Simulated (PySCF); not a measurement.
**State search for BO**

Unrestricted PBE0; PySCF, no relativity, basis sets B cc-pVDZ, O cc-pVDZ. Outer shells of the fragments: B 2s2 2p1; O 2s2 2p4.

Followed along the bond (rough minima from three points):

```csv
2Ms+1,unpaired,⟨S²⟩ at the start,R at minimum (Å),Te (eV)
2,σ ↑,0.77,1.21,0.00
4,"σ ↑, π ↑↑",3.75,1.42,5.51
```

Solutions found at the starting distance of 1.415 Å, counted from the lowest of them; the search is not exhaustive and high or unbound solutions are not listed, so other states can lie among these:

```csv
2Ms+1,unpaired,term,E (eV),⟨S²⟩,⟨Lz²⟩,μ (D)
2,σ ↑,²Σ⁺,0.00,0.77,0.00,-2.56
2,π ↑,²Π,1.72,0.75,1.01,0.93
4,"σ ↑, π ↑↑",mixed,4.25,3.75,2.00,-0.47
4,"σ ↑, π ↑↑",mixed,4.74,3.75,2.00,-0.60
2,"σ ↑, π ↑↓",mixed,4.96,1.75,2.01,-0.68
4,"σ ↑↑, π ↑",⁴Π,7.09,3.76,1.00,-0.21
4,π ↑↑↑,⁴Π,9.29,3.77,1.01,4.47
```

A term symbol is given only where ⟨S²⟩ and ⟨Lz²⟩ are close to those of a pure state; real π, δ and φ orbitals otherwise mix terms. A positive dipole means B(−)O(+).

**Question.** Compare the gap between the two lowest followed solutions at the starting distance with the gap between their minima.

**Answer.** At PBE0 the second solution (quartet, unpaired electrons σ ↑, π ↑↑) lies +4.25 eV from the first (doublet, unpaired electrons σ ↑) at 1.415 Å and +5.51 eV at the minima; the two curves relax by different amounts, since their minima lie near 1.42 and 1.21 Å.

Counting both spins, an empty level lies below a filled one in some of these solutions, because spin and occupation are held.
